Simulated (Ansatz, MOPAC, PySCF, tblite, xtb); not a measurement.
Potential energy surface of HLi₂, doublet: collinear Li-H-Li surface. Scanned: Li-H distance and H-Li distance.

Computed with: GFN2-xTB, 300 K electronic temperature (tblite); UHF/def2-SVP (PySCF); FCI/cc-pVTZ = Ansatz (a first-principles code) with full CI/cc-pVTZ, frozen core; UHF/cc-pVTZ (Ansatz); MP2/cc-pVTZ = MP2 on UHF/cc-pVTZ, frozen core (Ansatz); CCSD/cc-pVTZ = CCSD on UHF/cc-pVTZ, frozen core (Ansatz); CCSD(T)/cc-pVTZ = CCSD(T) on UHF/cc-pVTZ, frozen core run with Ansatz; UKS-B3LYP/cc-pVTZ = unrestricted B3LYP/cc-pVTZ run with Ansatz; UKS-BLYP/cc-pVTZ = unrestricted BLYP/cc-pVTZ run with Ansatz; UKS-PBE/cc-pVTZ = unrestricted PBE/cc-pVTZ (Ansatz); PM7, unrestricted, heats of formation (MOPAC); AM1, unrestricted, heats of formation (MOPAC); GFN1-xTB (xtb); UKS-B3LYP/6-31G* = unrestricted B3LYP/6-31G*, spherical d (PySCF); UHF/STO-3G = unrestricted Hartree-Fock/STO-3G in PySCF; UKS-LDA (SVWN5)/6-31G* = unrestricted LDA (SVWN5)/6-31G*, spherical d (PySCF); UKS-B3LYP/LANL2DZ = unrestricted B3LYP/LANL2DZ in PySCF.

Energies in kcal/mol at chosen points (x: Li-H distance (Å); y: H-Li distance (Å)), relative to x = 1.76, y = 1.72:

```csv
method,"(2.58, 3.22)","(2.25, 3.75)","(2.58, 3.75)","(1.76, 1.60)","(2.58, 1.60)","(1.76, 2.23)","(1.60, 2.72)"
GFN2-xTB,22.3,20.6,29.0,-0.5,2.0,2.0,2.7
UHF,37.3,28.9,38.9,-1.0,6.0,3.9,7.2
FCI/cc-pVTZ,35.9,27.3,38.2,-0.5,6.1,3.9,7.3
UHF/cc-pVTZ,35.8,27.1,37.3,-1.0,5.2,3.4,6.4
MP2/cc-pVTZ,42.7,27.9,45.9,-0.9,5.7,3.7,6.9
CCSD/cc-pVTZ,35.9,27.1,38.0,-0.6,5.9,3.8,7.1
CCSD(T)/cc-pVTZ,35.9,27.2,38.1,-0.6,6.0,3.9,7.2
UKS-B3LYP/cc-pVTZ,40.6,34.4,44.9,0.2,11.8,7.1,13.4
UKS-BLYP/cc-pVTZ,38.9,34.4,43.6,0.3,12.1,6.8,14.0
UKS-PBE/cc-pVTZ,38.4,33.9,43.1,0.4,11.9,6.6,13.6
PM7,28.1,23.6,28.6,-2.8,-2.6,4.9,-2.7
AM1,54.6,41.8,55.5,-1.1,6.1,4.2,7.6
GFN1-xTB,46.3,44.4,55.3,-1.2,12.2,8.8,14.2
UKS-B3LYP/6-31G*,39.1,32.9,43.5,0.6,11.2,6.2,12.8
UHF/STO-3G,45.0,37.9,46.6,-1.6,2.0,3.1,2.8
UKS-LDA (SVWN5)/6-31G*,37.0,32.6,42.1,0.8,11.4,5.7,13.1
UKS-B3LYP/LANL2DZ,40.5,34.1,45.0,0.6,11.6,6.4,13.2
```
